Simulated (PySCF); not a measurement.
Compound: C3H6N (doublet state).
Geometry (PBE0-D3(BJ)/def2-SVP, Å), atoms numbered from 1 in this order:
```
atom  x, y, z in Å
C1    -1.429    0.395    0.190
C2    -0.297   -0.385   -0.379
C3     0.974   -0.203    0.428
N4     2.075    0.286    0.042
H5    -2.061   -0.022    0.978
H6    -1.529    1.460   -0.033
H7    -0.092   -0.087   -1.422
H8    -0.541   -1.463   -0.384
H9     0.902   -0.526    1.482
H10    2.017    0.555   -0.948
```

The hyperfine couplings belong to this conformer and change with its torsions.

The species is `[H]/N=C\C[CH2]` [radical].

Method: UKS B3LYP, IGLO-III on C N, pcH-1 on H, non-relativistic, mean-field spin-orbit, GIAO (PySCF 2.14.0). One conformer (not necessarily the lowest) at the PBE0-D3(BJ)/def2-SVP geometry, without solvent, vibrations or thermal averaging. The SCF solution wasn't tested for stability.

Q: Predict the first-order ENDOR lines of N4, H5/H6, H7/H8, H10 and H9 under fast tumbling at B = 336.0 mT (X band).

A: For S = 1/2 in fast tumbling each set of equivalent nuclei gives two lines, ν± = |νn ± a/2| to first order, with νn = g_N μN B/h and μN/h = 7.62259 MHz/T.

```json
{"nuclei": "N4", "isotope": "14N", "g_N": "0.4038", "νn (MHz)": "1.03", "a_iso (MHz)": "0.78", "lower line (MHz)": "0.65", "upper line (MHz)": "1.42"}
{"nuclei": "H5/H6", "isotope": "1H", "g_N": "5.5857", "νn (MHz)": "14.31", "a_iso (MHz)": "-62.30", "lower line (MHz)": "16.84", "upper line (MHz)": "45.45"}
{"nuclei": "H7/H8", "isotope": "1H", "g_N": "5.5857", "νn (MHz)": "14.31", "a_iso (MHz)": "38.64", "lower line (MHz)": "5.01", "upper line (MHz)": "33.62"}
{"nuclei": "H10", "isotope": "1H", "g_N": "5.5857", "νn (MHz)": "14.31", "a_iso (MHz)": "3.05", "lower line (MHz)": "12.78", "upper line (MHz)": "15.83"}
{"nuclei": "H9", "isotope": "1H", "g_N": "5.5857", "νn (MHz)": "14.31", "a_iso (MHz)": "-2.34", "lower line (MHz)": "13.14", "upper line (MHz)": "15.48"}
```

Q: Which pairs are centred on the nuclear Larmor frequency, and which on half the coupling?

A: Centred on νn, since |a| < 2νn: N4, H10 and H9. Centred on |a|/2 and split by 2νn: H5/H6 and H7/H8.

Q: At what field would the lower line of N4 fall to zero frequency?

A: Where νn = |a|/2, that is B = 0.39 MHz/(0.4038 × 7.62259 MHz/T) = 126 mT, as far as first order holds there.

Nuclei that the bonding pattern makes equivalent are averaged, as if the motion that swaps them (rotation, inversion, ring flip) were fast.

The Mulliken spin populations are largest on C1 (+1.09) and C2 (-0.09). No atom but C1 exceeds +0.15. The positive populations add up to 1.19 and the negative ones to -0.19, together 2S = 1. The angles at C1 add up to 359.0°, so it is planar; its axial dipolar tensor and the negative couplings of its protons fit spin in a p orbital normal to that plane.
